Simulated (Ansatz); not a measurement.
hcp Hf, treated with revPBE (PAW; Ansatz, a first-principles code).

Settings: plane-wave cutoff 520 eV, 24×24×14 k mesh (along the axes of the cell as run), Fermi–Dirac smearing 0.037 eV (set by the program), scalar-relativistic PAW data made under PBE.

Computed at the level's own relaxed cell.

```
Hf
1.0
    3.22574     0.00000     0.00000
   -1.61287     2.79357     0.00000
    0.00000     0.00000     5.09848
Hf
2
Cartesian
  1.61287   0.93119   3.82386
  0.00000   1.86238   1.27462
```

Problem. Give the elastic tensor (Voigt notation, GPa, ions relaxed, in the Cartesian axes of the cell as printed).

Solution. 
```
  176.2    66.6    63.8     0.0     0.0     0.0
   66.6   176.2    63.8     0.0     0.0     0.0
   63.8    63.8   186.4     0.0     0.0     0.0
    0.0     0.0     0.0    54.7     0.0     0.0
    0.0     0.0     0.0     0.0    54.7     0.0
    0.0     0.0     0.0     0.0     0.0    54.8
```

Spin–orbit coupling is not included.

Computed values are for the static lattice.
